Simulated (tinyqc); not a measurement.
Inside a calculation. Method: UHF in the sto-3g basis, for H2O, spin multiplicity 3. This run ends on a higher stationary point, not on the lowest solution. One step of it, computed by the program tinyqc.

Task: Orthogonalisation. S = U s U^T; symmetric (Loewdin) form X = U s^(-1/2) U^T, so that X^T S X = 1.

overlap S:
```
           1O 1s     1O 2s    1O 2px     1O 2py    1O 2pz     2H 1s      3H 1s
1O 1s   1.000000  0.236704  0.000000   0.000000  0.000000  0.023622   0.023622
1O 2s   0.236704  1.000000  0.000000   0.000000  0.000000  0.277319   0.277319
1O 2px  0.000000  0.000000  1.000000   0.000000  0.000000  0.000000   0.000000
1O 2py  0.000000  0.000000  0.000000   1.000000  0.000000  0.200371  -0.200371
1O 2pz  0.000000  0.000000  0.000000   0.000000  1.000000  0.168913   0.168913
2H 1s   0.023622  0.277319  0.000000   0.200371  0.168913  1.000000   0.119217
3H 1s   0.023622  0.277319  0.000000  -0.200371  0.168913  0.119217   1.000000
```

Give: eigenvalues of S; X.

Result:

eigenvalues of S: 0.5530  0.6508  0.8859  1.0000  1.1099  1.2300  1.5704

X:
```
          1O 1s    1O 2s  1O 2px   1O 2py   1O 2pz    2H 1s    3H 1s
1O 1s    1.0229  -0.1302  0.0000   0.0000  -0.0044   0.0144   0.0144
1O 2s   -0.1302   1.0863  0.0000   0.0000   0.0382  -0.1484  -0.1484
1O 2px   0.0000   0.0000  1.0000   0.0000   0.0000   0.0000   0.0000
1O 2py   0.0000   0.0000  0.0000   1.0358   0.0000  -0.1169   0.1169
1O 2pz  -0.0044   0.0382  0.0000   0.0000   1.0227  -0.0885  -0.0885
2H 1s    0.0144  -0.1484  0.0000  -0.1169  -0.0885   1.0639  -0.0415
3H 1s    0.0144  -0.1484  0.0000   0.1169  -0.0885  -0.0415   1.0639
```
